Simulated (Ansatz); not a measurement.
Relaxation of AlH₆OP (9 atoms, charge 0, multiplicity 1), to a largest force component of 0.03 eV/Å in at most 50 steps.

Method: Ansatz 0.2.0, RKS PBE-D4/def2-SVP.

```xyz
9
Properties=species:S:1:pos:R:3
Al 0.311 1.418 -0.993
O 1.155 -0.154 -1.338
H -1.099 1.660 -1.696
H 1.079 2.443 -0.051
H -0.076 -0.724 0.488
P -0.831 -0.670 1.678
H 0.682 -0.771 -1.925
H 0.239 -1.265 2.433
H -1.460 -1.936 1.404
```

Where does it end, and by what steps?

It converged. After 14 steps the energy has fallen by 0.491 eV; H5 moved furthest, 1.41 Å. Joined: Al1–P6 (3.58 → 2.65 Å).

| step | energy less start (eV) | largest force component (eV/Å) | accepted |
| --- | --- | --- | --- |
| 0 | 0.0000 | 1.406 | yes |
| 1 | -0.0609 | 0.857 | yes |
| 2 | -0.0699 | 0.696 | yes |
| 3 | -0.1129 | 0.244 | yes |
| 4 | -0.1358 | 0.151 | yes |
| 5 | -0.1699 | 0.696 | yes |
| 6 | -0.2209 | 1.110 | yes |
| 7 | -0.3216 | 0.930 | yes |
| 8 | -0.4178 | 0.460 | yes |
| 9 | -0.4634 | 0.139 | yes |
| 10 | -0.4786 | 0.290 | yes |
| 11 | -0.4857 | 0.257 | yes |
| 12 | -0.4900 | 0.068 | yes |
| 13 | -0.4907 | 0.033 | yes |
| 14 | -0.4910 | 0.014 | yes |

```xyz
9
Properties=species:S:1:pos:R:3
Al 0.183 1.081 -0.740
O 1.265 0.155 -1.745
H -1.329 1.337 -1.234
H 0.928 2.049 0.298
H 0.177 -2.017 0.990
P -0.410 -0.719 1.118
H 0.942 -0.261 -2.559
H -0.010 -0.474 2.471
H -1.746 -1.151 1.402
```

Time of the run: 17 s on 2 threads of AMD EPYC 7R13 Processor (Zen 3), with other jobs on the host, peak memory 0.17 GiB.
